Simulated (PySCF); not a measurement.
**Dipole moment and polarisability across levels of theory**

Species: fluoroacetylene, C2HF.
Geometry (PBE0-D3(BJ)/def2-SVP, Å), atoms numbered from 1 in this order:
```
atom  x, y, z in Å
C1    -0.612    0.000    0.005
C2     0.519    0.000   -0.407
F3     1.712    0.000   -0.843
H4    -1.619    0.000    0.373
```

PySCF, dipoles from the SCF density, polarisabilities from static response with core orbitals frozen. Isolated species at its PBE0-D3(BJ)/def2-SVP geometry, gas phase.

How do dipole and polarisability depend on functional and basis here?

```tsv
level	μ (D)	error (%)	α (Å³)	error (%)	anisotropy (Å³)
PBE0/def2-SVPD	0.640	-12.3	3.42	-0.2	2.16
BHandHLYP/def2-SVPD	0.800	+9.7	3.36	-1.9	2.11
CAM-B3LYP/def2-SVPD	0.713	-2.3	3.42	-0.2	2.20
wB97X-D/def2-SVPD	0.676	-7.4	3.47	+1.3	2.12
LC-wPBE/def2-SVPD	0.707	-3.2	3.36	-1.7	2.19
PBE0/6-31G*	0.489	-33.1	2.34	-31.8	3.07
PBE0/def2-SVP	0.516	-29.3	2.48	-27.5	2.97
PBE0/6-31+G*	0.661	-9.4	2.91	-15.0	2.95
PBE0/aug-cc-pVDZ	0.598	-18.1	3.49	+1.9	2.21
PBE0/def2-TZVP	0.546	-25.3	3.10	-9.5	2.61
PBE0/def2-TZVPD	0.579	-20.6	3.56	+3.9	2.12
PBE0/aug-cc-pVTZ	0.581	-20.3	3.57	+4.4	2.12
```

Reference dipole: 0.730 D (measured, gas; NIST CCCBDB Release 22 (SRD 101), experimental dipoles). Reference dipole: 0.745 D (computed, CCSD(T)/CBS, all electrons, equilibrium geometry, gas; Hait, Head-Gordon, J. Chem. Theory Comput. 14 (2018) 1969). Reference polarisability: 3.423 Å³ (computed, CCSD(T)/CBS, static electronic, isotropic average, equilibrium geometry, gas; Hait, Head-Gordon, Phys. Chem. Chem. Phys. 20 (2018) 19800). Errors are taken against the first value of each kind. The anisotropy is √(½[(α1 − α2)² + (α2 − α3)² + (α3 − α1)²]). For the dipole, the smallest error is 2.3% (CAM-B3LYP/def2-SVPD) and the largest 33.1% (PBE0/6-31G*). For the polarisability, the smallest error is 0.2% (PBE0/def2-SVPD and CAM-B3LYP/def2-SVPD) and the largest 31.8% (PBE0/6-31G*). The dipole runs from 0.49 D (PBE0/6-31G*) to 0.80 D (BHandHLYP/def2-SVPD). In one basis (def2-SVPD) the functionals order the polarisability from BHandHLYP (lowest) to wB97X-D (highest), a spread of 3%. With PBE0 the polarisability is 2.64 Å³ without diffuse functions (mean of 6-31G*, def2-SVP and def2-TZVP) and 3.39 Å³ with them (mean of 6-31+G*, def2-SVPD, aug-cc-pVDZ, def2-TZVPD and aug-cc-pVTZ). Measured values can belong to vibrating molecules; the computed ones are for one fixed geometry.
